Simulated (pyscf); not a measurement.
Structures and frequencies: ωB97X-D3(BJ)/def2-SVP in PySCF.

S=Mo(=S)(Cl)–Cl (SMILES [S]=[Mo](=[S])([Cl])[Cl]) + NH₃ (SMILES N) → H₂N–Mo(=S)(SH)(Cl)–Cl (SMILES [NH2][Mo](=[S])([SH])([Cl])[Cl])
Surface: singlet. Broken: H–N. Formed: H–S, Mo–N. Give ΔE‡ and ΔE from ωB97M-D3(BJ)/def2-TZVP, relative to the separated reactants.

ΔE‡ = 33.5 kcal/mol, ΔE = +9.5 kcal/mol. Zero-point energy shifts the barrier by -1.2 kcal/mol. It is an addition across a multiple bond or ene-type step, with an imaginary mode of 1283i cm⁻¹. On the reactant side the descent ends in an adduct with a Mo–N contact, 18.5 kcal/mol under the separated species and 49.2 kcal/mol under the saddle at ωB97X-D3(BJ)/def2-TZVP. On the product side the descent ends in a point that may be a rotor saddle (no frequency run), 4.6 kcal/mol over the lowest minimum found and 20.1 kcal/mol under the saddle at ωB97X-D3(BJ)/def2-TZVP. What is counted as formed (Mo–N) is already present as a longer contact in the reactant adduct; forming that adduct is a step of its own. At ωB97X-D3(BJ)/def2-TZVP the barrier from the zero used here is 30.7 kcal/mol. The same reactants have a lower exit, to H₂N–Mo(=S)(=S)–Cl + HCl (barrier +19.6 kcal/mol at ωB97M-D3(BJ)/def2-TZVP, against +33.5 kcal/mol here). One saddle was located; it need not be the lowest between these sides. Elements past Kr carry the def2 core potentials, without spin-orbit coupling.
